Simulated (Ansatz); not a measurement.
Rutile CrO₂

The numbers are results of PBE0 (Ansatz, a program for electronic structure, PAW), not measurements.

Numerical settings: plane-wave cutoff 500 eV, 6×6×10 k mesh (along the axes of the cell as run), Fermi–Dirac smearing 0.05 eV, magnetic order afm, spin-polarised with opposed moments, scalar-relativistic PAW data made under PBE.

Cell (relaxed with r²SCAN):

```yaml
crystal:
  lattice:
    - [4.44396, 0.00000, 0.00000]
    - [0.00000, 4.44396, 0.00000]
    - [0.00000, 0.00000, 2.88017]
  atoms:
    - { symbol: Cr, position: [0.00000, 0.00000, 0.00000] }
    - { symbol: Cr, position: [0.50000, 0.50000, 0.50000] }
    - { symbol: O, position: [0.30606, 0.30606, 0.00000] }
    - { symbol: O, position: [0.69394, 0.69394, 0.00000] }
    - { symbol: O, position: [0.19394, 0.80606, 0.50000] }
    - { symbol: O, position: [0.80606, 0.19394, 0.50000] }
```

| Quantity | Value |
|---|---|
| magnetic moment (largest site, within a sphere) | 1.86 μB |

Note: exact exchange on metals is sensitive to the k mesh and can open a false gap; cell and atoms aren't relaxed at this level (largest force component 0.24 eV/Å, pressure -0.9 GPa).

Moments are spin moments.

Static lattice: no zero-point or thermal effects.
